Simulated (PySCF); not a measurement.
Compound: CH3F.
Atom-mapped SMILES: `[CH3:1][F:2]` (hydrogens: H3, H4, H5 on C1)

Computed by this run: PBE0-D3(BJ)/def2-SVP geometry optimisation, gas phase in PySCF 2.14.0; density fitting, grid level 1; the optimiser is geomeTRIC in internal coordinates, started from a GFN2-xTB structure.

Geometry at step 0:
```
atom  x, y, z in Å
C1     -0.0674    0.0066    0.0052
F2      1.2815   -0.1098   -0.1629
H3     -0.2994   -0.2215    1.0462
H4     -0.3518    1.0303   -0.2406
H5     -0.5543   -0.7028   -0.6651
```

**Question.** Give the atomic forces at this geometry.

**Answer.** 
| atom | Fx (eV/Å) | Fy (eV/Å) | Fz (eV/Å) |
| --- | --- | --- | --- |
| C1 | 0.783 | -0.071 | -0.099 |
| F2 | 0.345 | -0.040 | -0.042 |
| H3 | -0.347 | -0.036 | 0.328 |
| H4 | -0.363 | 0.319 | -0.034 |
| H5 | -0.418 | -0.171 | -0.152 |

The largest, 0.79 eV/Å, acts on C1; the rms over all components is 0.310 eV/Å. The forces sum to zero within rounding, as they must for an isolated molecule in no field.

**Question.** Give the force on C1 in Eh/bohr and in nN.

**Answer.** 0.793 eV/Å ÷ 51.422 = 0.01542 Eh/bohr, and 0.793 eV/Å × 1.602 = 1.27 nN.

**Question.** How far is this geometry from the end of the optimisation?

**Answer.** 0.022 eV above it, and 0.019 Å rms away after alignment. The bonds farthest from their final lengths, with half the difference of the two atoms' forces along the bond (positive lengthens):

| bond | now (Å) | final (Å) | force along bond (eV/Å) |
| --- | --- | --- | --- |
| C1–H4 | 1.091 | 1.103 | +0.33 |
| C1–H3 | 1.091 | 1.103 | +0.32 |
| C1–H5 | 1.091 | 1.103 | +0.32 |
| C1–F2 | 1.364 | 1.363 | -0.22 |

The angle farthest from its final value is F2–C1–H4, 108.1° against 110.1°.

Of the 3 listed bonds off by 0.010 Å or more, this force points towards the final length in 3.

The cost below is that of the whole optimisation. The run took 1.3 s on one thread, Arm Neoverse V1 (aarch64), no GPU, shared host with 64 logical CPUs at a one-minute load of 25, and the process peaked at 0.25 GiB of memory.
